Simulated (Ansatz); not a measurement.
A run of Ansatz (development build ahead of 0.2.0) on singlet C₃H₆ at this shape:

```xyz
9

C     0.0078   -0.4587   -0.1148
C    -0.0086   -0.4677    1.2096
C     0.0083    0.7645   -0.9720
H    -0.0044   -1.4076   -0.6568
H    -0.0032   -1.3968    1.7823
H    -0.0035    0.4532    1.8007
H    -0.0024    1.6935   -0.3805
H     0.8831    0.8001   -1.6306
H    -0.8816    0.8014   -1.6344
```

Its results:

```
Converged                       : yes
Reference energy                : -115.65821 hartree
Correlation energy              : -0.17262 hartree
Total energy                    : -115.83083 hartree
Spin squared of the determinant : 0.000
```

Problem. Which input gives this output? Name the method, the orbitals and the basis set, and write the input.

Solution. RHF-MP2 in STO-3G. An unrestricted run that stays on the closed shell gives the same numbers.

```yaml
crystal:
  periodic: [false, false, false]
  atoms:
    - { symbol: C, position_ang: [0.00776, -0.45867, -0.11481] }
    - { symbol: C, position_ang: [-0.00863, -0.46768, 1.20956] }
    - { symbol: C, position_ang: [0.00835, 0.76449, -0.97198] }
    - { symbol: H, position_ang: [-0.00445, -1.40757, -0.65683] }
    - { symbol: H, position_ang: [-0.00315, -1.39683, 1.78232] }
    - { symbol: H, position_ang: [-0.00347, 0.45317, 1.80071] }
    - { symbol: H, position_ang: [-0.00235, 1.69346, -0.38046] }
    - { symbol: H, position_ang: [0.88306, 0.80009, -1.63056] }
    - { symbol: H, position_ang: [-0.88163, 0.80144, -1.63443] }
basis:
  gaussian: { orbitals: STO-3G }
hamiltonian:
  xc: hf
correlation:
  method: mp2
  frozen_orbitals: { C: 1, H: 0 }
```
